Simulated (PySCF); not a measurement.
Structure from NMR data

Molecular formula: C5H8. Simulated spectra:

$^{1}$H NMR (300 MHz, computed): δ 5.22 (quint, J = 3.4 Hz, 2H), 2.84 (m, 4H), 1.99 (m, 2H).

$^{13}$C{$^{1}$H} NMR (computed): δ 157.9 (C), 114.7 (CH2), 31.5 (CH2), 15.8 (CH2).

No solvent model, one computed conformer, non-relativistic, equivalent nuclei averaged. NMR shieldings at PBE0/pcSseg-1/GIAO; structure optimised with GFN2-xTB; J couplings at B3LYP/pcJ-1 (without the spin–dipole term); PySCF.

Referencing at the same level of theory: TMS for $^{1}$H, $^{13}$C.

Which candidate is it?
A. C=C1CCC1
B. C=C1C[C@@H]1C
C. CC1=C[C@@H]1C
D. C=CC(=C)C

Results:

A. 

The formula gives 2 degrees of unsaturation (1 ring in the answer). 4 carbon signals for 5 carbons: some carbons are equivalent by symmetry or fast rotation. Carbon types of the structure: 1 × C, 4 × CH2, which accounts for all hydrogens. δC 157.9: fully substituted alkene carbon; the olefinic region. δC 114.7: terminal =CH2 carbon; as expected for a trigonal carbon in a double bond. δC 31.5: allylic sp3 CH2; saturated and bonded to C and H only. δC 15.8: sp3 CH2 in a ring; a saturated carbon with 2 carbon neighbours and no heteroatom attached. δH 2.84: hydrogen on an allylic sp3 CH2; allylic position.

The others: C=C1C[C@@H]1C would give 5 carbon signals, not 4; CC1=C[C@@H]1C would give 5 carbon signals, not 4; C=CC(=C)C would give 5 carbon signals, not 4.

Multiplet labels drop couplings under 1 Hz and merge nearly equal ones. Couplings among chemically equivalent protons are left out too, so labels in AA′BB′ or AA′XX′ sets are apparent multiplicities. Unscaled 3J(H,H) at this level run about 10 % above measured values. Shifts are as computed. Against solution values, carbons near 30 ppm lie about +3 ppm off and those near 130 ppm about +5 ppm. Of 1211 compounds with measured shifts, 218 miss one by over three times the rms of a fit or turn the order of signals round; such compounds aren't used in these exercises. Vicinal couplings across rotatable single bonds and in flexible rings belong to the one computed conformer; a conformer average would change them.
